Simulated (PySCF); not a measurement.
**CH₄ + N₂ → HCN + NH₃**

Level: PBE0 in the def2-TZVP basis family, all electrons, no relativity, computed in PySCF with density fitting; open shells unrestricted.

| species | state and structure | E (Eh) | ZPE (kJ/mol) | H(298 K) − H(0) (kJ/mol) | S° (J/(mol K)) |
| --- | --- | --- | --- | --- | --- |
| CH₄ | singlet, Td, C–H 1.090 Å (×4) | -40.47415 | 117.5 | 10.0 | 186.2 |
| N₂ | singlet, D∞h, N–N 1.089 Å | -109.44629 | 14.9 | 8.7 | 191.4 |
| HCN | singlet, C∞v, C–H 1.069 Å, C–N 1.146 Å; H–C–N 180.0° | -93.34542 | 43.3 | 9.1 | 201.2 |
| NH₃ | singlet, C3v, N–H 1.013 Å (×3); H–N–H 107.1° (×3) | -56.51312 | 90.6 | 10.0 | 192.4 |

Question: What is the electronic reaction energy?

Answer: At PBE0/def2-TZVP, ΔE = 162.5 kJ/mol from the differences of the total energies times 2625.5, uphill. 

Question: Add zero-point, thermal and entropy terms for 298.15 K and 1 bar.

Answer: ΔZPE = 1.5 and Δ[H(298) − H(0)] = 0.4 kJ/mol give ΔH° = 164.4 kJ/mol. ΔS° = 16.0 J/(mol K), so ΔG° = 164.4 − 298.15 × (0.0160) = 160 kJ/mol.

Each species is the lowest minimum found with this bonding; other isomers or fragments can lie lower.
